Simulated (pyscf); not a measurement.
Single points on ωB97X-D3(BJ)/def2-SVP structures (PySCF, gas phase).

Problem. For the elementary gas-phase step H₃Ge–GeH(GeH₃)–GeH₃ + HF → F–Ge(GeH₃)(GeH₃)–GeH₃ + H₂ (singlet surface; Ge–H, F–H broken, F–Ge, H–H formed), what barrier and reaction energy does ωB97M-D3(BJ)/def2-TZVP give, measured from the separated reactants?

Solution. ΔE‡ = 37.4 kcal/mol, ΔE = -6.4 kcal/mol. Zero-point energy shifts the barrier by -1.3 kcal/mol. It is a four-centre exchange, with an imaginary mode of 1106i cm⁻¹. At the saddle there is also a short Ge–H contact that neither side keeps. This is the saddle that the search found; another between the same sides may lie lower. Elements up to Kr have no core potential and no relativistic terms here.
